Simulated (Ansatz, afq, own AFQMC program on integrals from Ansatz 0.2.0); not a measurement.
# SiHCl, triplet: AFQMC among the cluster methods

```xyz
3

Cl    0.0000    0.0000   -1.5010
H     0.0000    0.0000   -0.1100
Si    0.0000    0.0000    1.6110
```

Connectivity, by distances: Cl ··· Si, 1 bridging H.

Basis cc-pVTZ. Only valence electrons are correlated. AFQMC by an in-house program on the Cholesky factors that Ansatz 0.2.0 writes for its CCSD(T) run. The CISD trial takes its coefficients from CCSD amplitudes. Released means that phaseless walkers are propagated on without the constraint, phases kept. ± is one standard error of the sampling.

Determinant: UHF, the one that the program's search chose, which needn't be the lowest solution. The geometry is a point of a scan.

No full CI on the walks' own integrals is used here; CCSDT(Q) serves as the reference and is uncertain by about the last step of the cluster series.

Cautions: lower spins were not checked.

- T1 diagnostic: 0.0125
- weight of the determinant in the CISD state: 0.857
- ⟨S²⟩ of the determinant: 2.027
- size of the correlated space: 12 electrons in 72 orbitals

| level | correlation energy (eV) |
| --- | --- |
| MP2 | -7.4641 |
| CCSD | -8.4179 |
| CCSD(T) | -8.7617 |

Question: Estimate where phaseless AFQMC with a CISD trial lies against CCSD(T) on the same integrals.

Answer: 26.0 ± 4.9 meV below CCSD(T).

Reference: CCSDT(Q), correlation energy -8.814 eV. The released energy is read at 1.62 1/Eh, later times being too noisy (meV from the phaseless value at times in 1/Eh: -7 ± 5 at 0.24, -17 ± 4 at 0.51, -33 ± 11 at 0.99, -29 ± 7 at 1.62, -38 ± 11 at 2.40).

| level | E − E(reference) (meV) | share of correlation (%) |
| --- | --- | --- |
| CCSD(T) | 52.7 | 99.40 |
| CCSDT | 16.9 | 99.81 |
| ph-AFQMC/HF | 71.4 ± 26.2 | 99.19 |
| ph-AFQMC/CISD | 26.7 ± 4.9 | 99.70 |
| released AFQMC | -2.7 ± 7.5 | 100.03 |

A walk keeps the symmetry of its determinant, which the program's search chose and which needn't be the lowest solution, so a lower state of the same spin and another symmetry isn't excluded. Released energies are given only where the last usable release times agree within the noise; a slower fall can still hide under it.
